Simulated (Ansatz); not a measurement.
The same path of ClH3Si + H4Si (10 atoms, charge 0, multiplicity 1) was run twice with different band settings. Lost on the way: Si1–Cl2, Si6–H10. Made: Si1–Si6, Cl2–H10.

Method: RKS PBE0/6-31G* (Ansatz).

Relaxed end points:

```xyz
10
Properties=species:S:1:pos:R:3
Si 0.843 -0.037 -0.133
Cl 1.737 0.094 1.723
H 1.889 0.128 -1.174
H -0.170 1.040 -0.250
H 0.197 -1.367 -0.257
Si -3.373 0.029 1.359
H -3.330 -0.831 0.144
H -4.520 -0.378 2.214
H -3.535 1.450 0.950
H -2.103 -0.127 2.118
```

```xyz
10
Properties=species:S:1:pos:R:3
Si -0.490 0.074 -0.575
Cl 0.502 -0.628 3.600
H 0.464 1.068 -0.011
H -0.694 0.368 -2.022
H 0.091 -1.291 -0.439
Si -2.541 0.196 0.545
H -3.514 -0.796 0.006
H -2.362 -0.105 2.002
H -3.135 1.558 0.445
H -0.687 -0.444 3.144
```

Common settings: movable images 5; climbing image yes; spring 5.0 eV/Å²; start path through a guess of the saddle point; force threshold 0.05 eV/Å; iteration limit 60; end points relaxed.

| run | optimiser |
| --- | --- |
| 1 | quadratic models (default) |
| 2 | fire |

Question: What does each run give, and how far can it be trusted?

Answer: Run 1: converged after 20 iterations, highest image 2.629 eV above the first end. Neighbouring images differ by up to 2.1 eV, so the band resolves the path poorly. A vibrational analysis at the climbing image gives one clearly imaginary mode, 846i cm⁻¹: a first-order saddle point.
Run 2: converged after 57 iterations, highest image 2.918 eV above the first end. Neighbouring images differ by up to 2.2 eV, so the band resolves the path poorly. The order of the stationary point at the top wasn't checked.
The orbitals stay closed-shell, which can raise the energy where a bond breaks towards radicals; this wasn't checked here.
